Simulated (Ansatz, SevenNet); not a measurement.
**1T (CdI2-type) PtSe2: volume per atom by level of theory**

No measured value is used here.

```
level (code)         value (Å³/atom)
-------------------  ---------------
SevenNet-0                     22.86
LDA (Ansatz)                   19.24
PBE (Ansatz)                   26.44
PBEsol+SOC (Ansatz)            19.89
PBE-D4 (Ansatz)                19.81
r²SCAN+SOC (Ansatz)            23.30
PBE0-D4 (Ansatz)               19.77
```

Density-functional levels without +SOC have no spin–orbit coupling. SevenNet-0: the cell has another shape than the first-principles one, perhaps another minimum in the same group. LDA: LDA has no dispersion term either, though it tends to give short spacings of layers, chains or molecules. PBE, r²SCAN+SOC: for a layered or molecular solid the relaxed cell lies over 5 % above the published volume, where the minimum can be shallow. PBE, PBEsol+SOC, r²SCAN+SOC: the cell comes from a level without a dispersion term, which matters for the spacing of layers, chains or molecules. PBE0-D4: exact exchange on metals is sensitive to the k mesh and can open a false gap. PBE0-D4: the run warned that the count of filled bands differs between k points. Cutoffs and k meshes differ between the levels. Ansatz's density-functional and Hartree–Fock values are scalar-relativistic unless marked +SOC, with PAW data made under PBE.

Machine-learned potentials (SevenNet-0) are trained on DFT data: a solid inside that data is no test of them.

Ansatz is a quantum-chemistry and plane-wave program.
